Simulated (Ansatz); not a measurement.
Total energies of C3H7FS (`CCC(F)S`).

Z-matrix (Å, degrees):
```
C
C 1 1.517
H 1 1.091 2 110.5
H 1 1.091 2 111.4 3 -120.4
H 1 1.093 2 111.2 3 119.5
C 2 1.512 1 113.7 3 -177.4
H 2 1.095 1 110.9 3 60.1
H 2 1.095 1 110.3 3 -57.8
S 6 1.800 2 115.0 1 -64.4
F 6 1.383 2 108.4 1 171.2
H 6 1.096 2 110.9 1 53.8
H 9 1.344 6 96.0 2 -47.0
```

The species carries charge 0 and has multiplicity 1. The geometry is a stationary point of PBE0-D4/def2-TZVP. It is one conformer, not always the lowest. Basis def2-TZVPP, the Gaussian-basis code of Ansatz.

RPA on PBE orbitals: Hartree–Fock energy of these orbitals -614.68926 Eh, correlation -1.55684 Eh (frozen core).

```
             functional  energy without D4 (Eh)  D4 term (kJ/mol)
            LDA (SPW92)              -613.54182                 –
                    PBE              -616.23593             -23.0
                 revPBE              -616.52340             -77.0
                   BLYP              -616.58665             -51.4
                 r2SCAN              -616.52603              -5.8
                 B97M-V              -616.53469                 –
                   PBE0              -616.28901             -19.3
                  B3LYP              -616.69277             -36.8
                r2SCANh              -616.51462              -6.0
                r2SCAN0              -616.49870              -6.6
HSE06 (plane-wave form)              -616.27014             -17.8
                  BHLYP              -616.55166             -26.0
              CAM-B3LYP              -616.58805             -19.3
                LC-ωPBE              -616.43168                 –
                ωB97X-V              -616.54391                 –
                ωB97M-V              -616.55436                 –
                 B2PLYP              -616.37344                 –
               PBE-QIDH              -616.17619                 –
```

B3LYP takes the VWN-RPA correlation (the form of Gaussian; ORCA's B3LYP/G). HSE06 is the plane-wave form, built on full-range PBE exchange. The double hybrids freeze the cores in their second-order part.

LC-ωPBE has ω = 0.4 bohr⁻¹.
